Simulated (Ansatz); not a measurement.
**[BH4]−: a line through the functionals**

The species is [BH4]− (5 atoms), meant as a singlet with charge -1. SMILES: `[BH4-]`. The coordinates come from a GFN2-xTB relaxation.

The vertical energy of the triplet above the singlet y, in eV, basis 3-21G; a is the functional's share of exact exchange. Programs: Ansatz 0.2.0.

| functional | program | a | y (eV) |
| --- | --- | --- | --- |
| PBE | Ansatz | 0 | 9.78 |
| revPBE | Ansatz | 0 | 9.79 |
| B3LYP | Ansatz | 0.2 | 10.12 |
| PBE0 | Ansatz | 0.25 | ? |
| r2SCAN0 | Ansatz | 0.25 | 10.02 |
| BHLYP | Ansatz | 0.5 | 10.35 |

Task: Fit y = c + s·a to the known rows and predict PBE0.

Result: 
1. Means of the 5 rows: a = 0.1900, y = 10.012.
2. Σ(Δa)² = 0.172, Σ(Δa·Δy) = 0.1926, so the slope is 0.1926/0.172 = 1.1198.
3. Intercept: 10.012 − (1.1198) × 0.1900 = 9.799. The largest residual of the fit is 0.097.
4. PBE0: 9.799 + (1.1198) × 0.25 = 10.08 eV.

The run gave 10.00 eV, so the prediction is off by +0.08 eV, within the scatter of the fit.
